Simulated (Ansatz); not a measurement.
**H₂O₂ (triplet): the correlation ladder at distance O1–H3 along a hydrogen transfer = 0.960 Å, cc-pVTZ**

An exercise on one series of results from a longer session: the logs are not shown, and one member is left open.

Computed with Ansatz 0.2.0, Gaussian basis. Level: cc-pVTZ, core rule «outside noble gas», up to 2 orbitals frozen.

The runs, in order: UHF; CCSD(T) on ROHF; CCSD(T) on UHF; BCCD(T) on ROHF; CCSDT(Q) on ROHF; CCSDT(Q) on UHF; CASSCF and NEVPT2, 4 electrons in 4 orbitals; CASSCF and NEVPT2, 14 electrons in 10 orbitals.

**The geometry**

The geometry derives from fragments relaxed apart (PBE0/def2-TZVP) and kept rigid, so it is no stationary point. A hydrogen atom is moved between rigid fragments.

4 atoms, charge 0, spin multiplicity 3.

Atoms are counted from 1 here; the program's logs count them from 0.

Bond lengths: O1–H2 0.960 Å, O1–H3 0.960 Å. Angles: H2–O1–H3 105.1°.

Set-up of the first run:

in.yaml

```yaml
crystal:
  periodic: [false, false, false]
  atoms:
    - {symbol: O, position_ang: [-1.206842, -0.027457, 0.000000]}
    - {symbol: H, position_ang: [-1.456152, 0.899119, 0.000000]}
    - {symbol: H, position_ang: [-0.247313, -0.027457, 0.000000]}
    - {symbol: O, position_ang: [1.314158, -0.027457, 0.000000]}
basis:
  gaussian: {orbitals: cc-pVTZ}
magnetization: {spin_polarized: true, initial_magnetization: 2}
hamiltonian: {xc: hf}
output: {orbitals: {seedname: orbitals}}
```

Command:

```sh
$ ansatz run in.yaml --threads 1 --pin off --events-out ev --progress --plain --max-ram 4096MiB --backend cpu
```

Among the steps run: UHF; CCSD(T) on ROHF; CCSD(T) on UHF; BCCD(T) on ROHF; CCSDT(Q) on ROHF; CCSDT(Q) on UHF; CASSCF and NEVPT2, 4 electrons in 4 orbitals; CASSCF and NEVPT2, 14 electrons in 10 orbitals.

One table of the session follows, with a row left open; its other results are not shown here.

It belongs to the step «Misses and costs». 

| method | from UCCSDT(Q) (kJ/mol) |
| --- | --- |
| ROHF | +1180.4 |
| UHF | +1163.5 |
| RMP2 | +88.5 |
| UMP2 | +88.8 |
| RCCSD | +32.7 |
| UCCSD | +32.2 |
| RCCSD(T) | +2.7 |
| UCCSD(T) | ? |
| BCCD(T) | +2.6 |
| RCCSDT | +1.5 |
| UCCSDT | +1.2 |
| RCCSDT(Q) | +0.3 |
| UCCSDT(Q) | 0 |
| CASSCF pair | +1125.2 |
| NEVPT2 pair | +91.3 |
| CASSCF valence | +1043.8 |
| NEVPT2 valence | +165.5 |

Estimate the missing values for UCCSD(T).

**Answer.** from UCCSDT(Q) (kJ/mol): +2.5. In the column «from UCCSDT(Q) (kJ/mol)» it lies between RCCSDT (+1.5) and BCCD(T) (+2.6).

To keep in mind: Restricted and unrestricted rows rest on different reference determinants; where their highest levels disagree by more than a few hundredths of an eV, they describe different states and don't form one ladder.
